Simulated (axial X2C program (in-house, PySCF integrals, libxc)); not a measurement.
## Low determinants of O₂ at the PBE0 level, scalar-relativistic

Computed with an in-house all-electron X2C program for linear molecules (integrals from PySCF). Spin-free means the one-electron spin-free X2C Hamiltonian. Basis: O dyall-av3z [7s6p3d2f] (cores contracted in-house); Gaussian nuclei, density fitting, unrestricted open shells. Masses: O 15.995 u.

Search at 1.195 Å (vertical energies from the lowest determinant):

```csv
ΔE (eV),state,electrons beyond evenly filled partner blocks,"electrons in σ, π, δ, φ"
0.00,"M_S = 1, Λ = 0","π+α, π-α",10 6 0 0
1.23,"M_S = 0, Λ = 2","π+α, π+β",10 6 0 0
1.23,"M_S = 0, Λ = 0","π+β, π-α",10 6 0 0
```

Lowest determinant, M_S = 1, Λ = 0 (beyond evenly filled blocks: π+α, π-α): Re = 1.193 Å, ωe = 1708.3 cm⁻¹.

The determinant in row 2 of the search, M_S = 0, Λ = 2 (beyond evenly filled blocks: π+α, π+β), was followed along the bond at PBE0; measured from the minimum of the lowest determinant it gives:

Te = 1.230 eV (9922 cm⁻¹), Re = 1.193 Å, ωe = 1698.5 cm⁻¹.

The determinant in row 3 of the search, M_S = 0, Λ = 0 (beyond evenly filled blocks: π+β, π-α), was followed along the bond at PBE0; measured from the minimum of the lowest determinant it gives:

Te = 1.230 eV (9922 cm⁻¹), Re = 1.193 Å, ωe = 1698.5 cm⁻¹.

**Question.** Compare the bond of the determinant in row 2 with that of the lowest one.

**Answer.** At PBE0 its Re is the same within 0.001 Å and its force constant, which goes as ωe², is 0.99 times that of the lowest determinant. T0 ≈ Te + Δωe/2 = 9922 + (-5) = 9917 cm⁻¹.

The search compares states at one distance, so a state with another bond length can lie lower; it is not exhaustive and yields mostly the lowest determinant of each block pattern, so other components and higher states of one pattern are missing. These are energies of single determinants, not of spin-adapted states; PBE0 term energies can be off by some tenths of an eV, and the functional has no current term. Row 3 is spin-contaminated (⟨S²⟩ = 1.00 against 0.00), so its values are not those of a pure state.
